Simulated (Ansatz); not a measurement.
Species: C2H5S, net charge 0, doublet state. It need not be the lowest isomer of its formula. SMILES: C[CH]S
Coordinates optimised at B3LYP-D3(BJ)/def2-TZVP (Ansatz, a first-principles code):
```xyz
8

C      1.5338     0.7218    -0.0560
C      0.0541     0.7144    -0.2059
S     -0.8025    -0.7472     0.1583
H     -2.0411    -0.3097    -0.1192
H     -0.4490     1.4656    -0.7967
H      1.9039     1.7455     0.0258
H      1.8495     0.1784     0.8388
H      2.0484     0.2585    -0.9100
```
Charge 0, spin multiplicity 2.

Parts of the frozen-core correlation energy in STO-3G (Ansatz, hartree). Frozen orbitals: 7; correlated occupied orbitals by spin: 10 and 9; virtual: 7 and 8. UHF or UKS for open shells. Spin-orbit coupling is left out. No relativistic terms.

| term | value |
|---|---|
| reference (HF) | -470.84288 |
| MP2 opposite-spin | ___ |
| MP2 same-spin | -0.01147 |
| CCSD correlation | ___ |
| (T) | ___ |
| T1 diagnostic | 0.013 |
| largest doubles amplitude | 0.057 |
| <S^2> of the reference | 0.766 |

Complete the blanks.


- MP2 opposite-spin, value: -0.10174
- CCSD correlation, value: -0.15654
- (T), value: -0.00114
